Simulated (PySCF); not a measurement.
Species, as SMILES: FC=C.
Geometry (B3LYP-D3(BJ)/def2-TZVP, fixed):
```xyz
6

C      0.0048     0.4339    -0.0020
C      1.1838    -0.1536     0.0049
F     -1.1460    -0.2672    -0.0028
H     -0.1758     1.5010    -0.0077
H      1.2800    -1.2303     0.0104
H      2.0778     0.4520     0.0052
```

Basis-set convergence of the lowest singlet excitation energy at PBE0 with PySCF. Tamm-Dancoff approximation; the state is taken by its order, and sets in which it differs in degeneracy or brightness are left out, yet its character can still change. All functions are spherical. Density fitting with generated auxiliary sets. No added dispersion term, no relativity. Reference: the value in d-aug-cc-pVTZ, 6.724 eV, itself unsure by roughly 0.037 eV (its mean distance from aug-pcseg-2, aug-cc-pVTZ). Deviations are taken from unrounded values. Cost is core time over that of cc-pVDZ, rough, on shared machines of one kind.

| basis | functions | cost |
|---|---|---|
| cc-pVDZ | 57 | 1× |
| aug-cc-pVDZ | 96 | 3× |
| cc-pVTZ | 132 | 5× |
| d-aug-cc-pVDZ | 135 | 6× |
| jun-cc-pV(T+d)Z | 159 | 10× |
| aug-cc-pVTZ | 207 | 20× |
| cc-pVQZ | 255 | 20× |
| d-aug-cc-pVTZ | 282 | 40× |

Task: Which is the smallest correlation-consistent set listed that can be trusted to 0.2 eV here, that is, within that of the reference together with its larger relatives (same family, alike in diffuse functions; a set with none to test it counts only in the reference's own line)?

Result: The smallest set listed that lies within 0.2 eV of the reference with all its larger relatives (same family, alike in diffuse functions; a set with none counts only in the reference's own line) is d-aug-cc-pVDZ (135 functions, 6× in cost, -0.022 eV off). Inside the window by cancellation, since a larger relative falls out: aug-cc-pVDZ. Inside, with no larger relative to test it: aug-cc-pVTZ. Value minus reference: cc-pVDZ 1.647, aug-cc-pVDZ 0.042, cc-pVTZ 1.296, d-aug-cc-pVDZ -0.022, jun-cc-pV(T+d)Z 0.305, aug-cc-pVTZ 0.040, cc-pVQZ 1.008, d-aug-cc-pVTZ 0.000 eV.
